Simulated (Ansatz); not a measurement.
# Gallium, alpha-Ga (Cmce): convergence with cold smearing

Computed with Ansatz, LDA, scalar-relativistic PAW, on the relaxed cell (a = 4.436 Å, b = 7.484 Å, c = 4.425 Å; spin not included). Errors count from a run at 420 eV on a Γ-centred 11×11×10 mesh with Fermi-Dirac smearing of 0.1 eV, extrapolated to zero width. Fixed here: cutoff 420 eV, mesh 8×8×7. The SCF starts from atomic densities corrected by a trained network.

| width (eV) | E(σ→0) error (meV/atom) | F error (meV/atom) | P (GPa) | SCF iterations |
| --- | --- | --- | --- | --- |
| 0.01 | 2.4 | 2.4 | -0.03 | 7 |
| 0.03 | 2.4 | 2.3 | -0.04 | 7 |
| 0.1 | 2.2 | 2.2 | -0.04 | 7 |
| 0.2 | 2.2 | 2.2 | -0.03 | 7 |
| 0.3 | 2.0 | 2.3 | -0.03 | 7 |
| 0.6 | 1.0 | 5.9 | -0.09 | 7 |
| 1.0 | 7.0 | 19.2 | -0.05 | 7 |
